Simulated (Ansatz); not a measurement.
Molecule: C$_{2}$H$_{5}$ (charge -1, singlet). It need not be the lowest isomer of its formula. Whether it binds its extra electron was not tested at this geometry. 
Coordinates optimised at B3LYP-D3(BJ)/def2-TZVP (Ansatz, an electronic-structure program):
```xyz
7

C      0.0034     0.1041     0.8446
C     -0.0032     0.0284    -0.6847
H     -0.8717    -0.4578     1.2295
H      0.8860    -0.4513     1.2217
H     -0.0018    -0.9800    -1.1931
H     -0.8824     0.5438    -1.1048
H      0.8685     0.5502    -1.1127
```
Charge -1, spin multiplicity 1.

Parts of the frozen-core correlation energy in STO-3G (Ansatz, hartree). Frozen orbitals: 2; correlated occupied orbitals by spin: 7 and 7; virtual: 6 and 6. Spin-orbit coupling is left out. Non-relativistic.

```csv
term,value
reference (HF),-77.42447
MP2 opposite-spin,-0.08532
MP2 same-spin,-0.00777
CCSD correlation,-0.12745
(T),-0.00077
FCI minus CCSD(T),-0.00030
T1 diagnostic,0.006
largest doubles amplitude,0.071
```
